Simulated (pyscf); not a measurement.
Thermochemistry of product channels of F–N(F)–F + OH• on the doublet surface, in kJ/mol, from CCSD(T)/def2-TZVPP + ΔMP2(QZVPP) energies (ideal gas, 1 atm, RRHO with modes under 100 cm⁻¹ raised to 100, one conformer, R ln 2 for rigid chiral ones). Single points on ωB97X-D3(BJ)/def2-SVP structures (PySCF, gas phase). Correlated levels are frozen-core, on RHF or UHF. ΔMP2 is the change of the MP2 total energy from the triple- to the quadruple-zeta basis.

| products | ΔE | ΔH(298 K) | ΔG(900 K) | ΔG(1200 K) |
|---|---|---|---|---|
| F• + F–NH–F + O [triplet] | +349.9 | +354.1 | +247.3 | +211.4 |
| HF + F–N•–F + O [triplet] | ___ | +97.2 | -28.2 | ___ |

Problem. Some entries are withheld; supply them.

Solution. 
- HF + F–N•–F + O [triplet], ΔE: +101.9
- HF + F–N•–F + O [triplet], ΔG(1200 K): -70.2

The channel to HF + F–N•–F + O [triplet] turns favourable between 298 and 1200 K (ΔG from +56.2 kJ/mol to -70.2 kJ/mol).

These are energies of the channels, which say nothing of barriers. The CCSD(T) − MP2 part came from Ansatz, without density fitting, on the same reference. Left out: orbital degeneracy and the spin-orbit lowering of F, OH, O.
